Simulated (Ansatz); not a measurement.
For zinc-blende AlAs, LC-ωPBE (plane waves, PAW; Ansatz, a first-principles code) gives:

| Property | Result |
|---|---|
| lattice parameter a | 5.616 Å |
| bulk modulus B0 | 89.2 GPa |
| TO(Γ) frequency | 384 cm⁻¹ |
| elastic constant C11 | 135 GPa |
| elastic constant C44 | 64.2 GPa |
| polycrystal shear modulus | 49.8 GPa |

### Question
What does Hartree–Fock (PAW; Ansatz) give for the same quantities?

### Answer

- lattice constant a: 5.745 Å (increases by 2.3 %)
- bulk modulus: 80.9 GPa (decreases by 9.3 %)
- zone-centre TO phonon frequency: 374 cm⁻¹ (decreases by 2.6 %)
- elastic constant C11: 134 GPa (hardly moves)
- elastic constant C44: 70.0 GPa (goes up by 9.0 %)
- Voigt–Reuss–Hill shear modulus: 55.8 GPa (goes up by 12 %)

For comparison: lattice constant a 5.649 Å (measured, static lattice: zero-point anharmonic expansion removed; as tabulated in Mejia-Rodriguez and Trickey (2018), arXiv:1807.09216); bulk modulus 75 GPa (measured, 0 K value with the zero-point phonon effect removed; as tabulated in Mejia-Rodriguez and Trickey (2018), arXiv:1807.09216); zone-centre TO phonon frequency 361 cm⁻¹ (measured, temperature not stated, not corrected to a static lattice; as tabulated in Giannozzi et al., Phys. Rev. B (1991)); elastic constant C11 120 ± 1 GPa (measured, temperature not stated, no zero-point or thermal correction; as tabulated in Krieger et al. (1995), doi:10.1063/1.114098); elastic constant C44 56.6 ± 0.7 GPa (measured, temperature not stated, not corrected to a static lattice; as tabulated in Krieger et al. (1995), doi:10.1063/1.114098).

Changes are worked out from the printed values.

Unless a cell is named, each level is at its own relaxed cell (LC-ωPBE 22.14, Hartree–Fock 23.70 Å³/atom).

Ansatz's density-functional and Hartree–Fock values are scalar-relativistic unless marked +SOC, with PAW data made under PBE.
